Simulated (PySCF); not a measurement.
All values below come from TPSSh-D3(BJ)/def2-TZVP // TPSS-D3(BJ)/def2-SVP (PySCF). Gas-phase values, no solvent. 

Reference species (SMILES): `[SH]` (neutral, multiplicity 2).

The dipole moment comes out as 0.88 D and the highest occupied spin orbital comes out as -6.75 eV.

Changed species: `[OH]` (free radical OH; the reference has free radical SH).

Q: Give the shifts of the dipole moment and highest occupied spin orbital.

A: the dipole moment increases by 0.87 D, to 1.75 D; the highest occupied spin orbital decreases by 1.32 eV, to -8.07 eV.
